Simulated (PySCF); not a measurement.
Basis-set dependence of HF at CCSD

PySCF, RHF reference; singlet, unpaired electrons none; De to H + F without counterpoise correction. Frozen cores follow the default of each basis and core potential.

```
      basis     relativity  functions  Re (Å)  ωe (cm⁻¹)  De (eV)  frozen orbitals
      3-21G  no relativity         11   0.962       3683     4.39                1
    pcseg-1  no relativity         19   0.925       4164     5.58                1
  def2-SVPD  no relativity         31   0.921       4150     5.85                1
  def2-TZVP  no relativity         37   0.919       4177     5.76                1
    cc-pVTZ  no relativity         44   0.915       4212     5.86                1
 def2-TZVPP  no relativity         45   0.915       4192     5.90                1
def2-TZVPPD  no relativity         57   0.916       4169     5.94                1
```

**Question.** How does each smaller set differ from the one with most functions, def2-TZVPPD?

**Answer.** 3-21G: +4.6 pm, -11.7 % in ωe, -1.55 eV in De; pcseg-1: +0.9 pm, -0.1 % in ωe, -0.36 eV in De; def2-SVPD: +0.5 pm, -0.5 % in ωe, -0.09 eV in De; def2-TZVP: +0.3 pm, +0.2 % in ωe, -0.18 eV in De; cc-pVTZ: -0.1 pm, +1.0 % in ωe, -0.08 eV in De; def2-TZVPP: -0.1 pm, +0.6 % in ωe, -0.04 eV in De. All at CCSD; the set with most functions is neither the basis-set limit nor always the best.

Correlated steps freeze 1 core orbital. Correlated levels converge slowly with the basis: in double zeta they bind strong bonds too weakly, by up to about 1 eV, and carry superposition errors of some tenths. Where the molecule has an RHF reference, its open-shell atoms are computed with UHF. 3-21G is very small, so such numbers show the basis as much as the molecule.
